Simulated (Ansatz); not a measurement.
Input file for C4H10, SMILES `CCCC`:

```yaml
crystal:
  periodic: [false, false, false]
  atoms:
    - {symbol: C, position_ang: [-0.953264, 1.676963, -0.250492]}
    - {symbol: C, position_ang: [-0.437894, 0.431142, 0.448338]}
    - {symbol: C, position_ang: [0.434947, -0.436007, -0.444614]}
    - {symbol: C, position_ang: [0.952240, -1.680634, 0.254917]}
    - {symbol: H, position_ang: [-1.553425, 1.416765, -1.127101]}
    - {symbol: H, position_ang: [-1.577505, 2.281830, 0.411227]}
    - {symbol: H, position_ang: [-0.126917, 2.305820, -0.594042]}
    - {symbol: H, position_ang: [-1.283393, -0.164993, 0.811631]}
    - {symbol: H, position_ang: [0.133127, 0.717220, 1.339587]}
    - {symbol: H, position_ang: [1.279547, 0.160570, -0.809273]}
    - {symbol: H, position_ang: [-0.136651, -0.723452, -1.335051]}
    - {symbol: H, position_ang: [0.126891, -2.309203, 0.601386]}
    - {symbol: H, position_ang: [1.554378, -1.418882, 1.129705]}
    - {symbol: H, position_ang: [1.575116, -2.286341, -0.407320]}
basis:
  gaussian: {orbitals: cc-pV(T+d)Z}
correlation: {method: ccsd_t}
output: {orbitals: {seedname: orbitals}}
```

```sh
$ ansatz run in.yaml --threads 2 --pin off --events-out ev --progress --plain --max-ram 20480MiB --backend cuda --devices 0, --max-vram 18GiB
```

Output of Ansatz, abridged:

```
Functional definition: HF
1441 factors; integrals over basis functions are off by at most 8.5e-4 eV
mean field evaluation 1: about -4278.2163 eV, gradient 3.6e1 eV
mean field evaluation 2: about -4278.3895 eV, gradient 3.6e1 eV
mean field evaluation 4: about -4281.8113 eV, gradient 3.6e0 eV
mean field evaluation 8: about -4281.8565 eV, gradient 1.8e-1 eV
mean field -4281.85662399 eV, -157.3553285848 hartree, gradient 1.3e-6 eV, S^2 0.000000; 0 other end points of the search recorded, 0 dependent functions left out
4 core orbitals not correlated: weight in the atoms' cores, before any rotation towards them, 1.000 or more for the frozen orbitals, at most 0.000 for the correlated occupied ones
reference -4281.85662399 eV, -157.3553285848 hartree; 13, 13 occupied and 243, 243 virtual orbitals, 1441 factors
second order -19.55016747 eV of doubles, -0.00000000 eV of singles
cycle   1  -20.41219490 eV  change   -8.6e-1 eV  update   8.0e-2
cycle   2  -20.88908343 eV  change   -4.8e-1 eV  update   2.2e-2
cycle   3  -20.94687181 eV  change   -5.8e-2 eV  update   7.5e-3
cycle   4  -20.94621726 eV  change    6.5e-4 eV  update   1.7e-3
cycle   5  -20.94664789 eV  change   -4.3e-4 eV  update   4.8e-4
cycle   6  -20.94675826 eV  change   -1.1e-4 eV  update   1.3e-4
cycle   7  -20.94675427 eV  change    4.0e-6 eV  update   3.2e-5
perturbative correction -0.77650173 eV, -0.0285359122 hartree
Total energy: -4303.57987999 eV, -158.1536435183 hartree
```

Hardware: 2 threads of an AMD EPYC 7R13 on a shared host and a share of an NVIDIA H100 80 GB. Wall time 2.3 s, peak host memory 0.81 GiB.

MP2 recovers 90.0 % of the CCSD(T) correlation energy and the triples give 3.6 %; T1 = 0.0080.
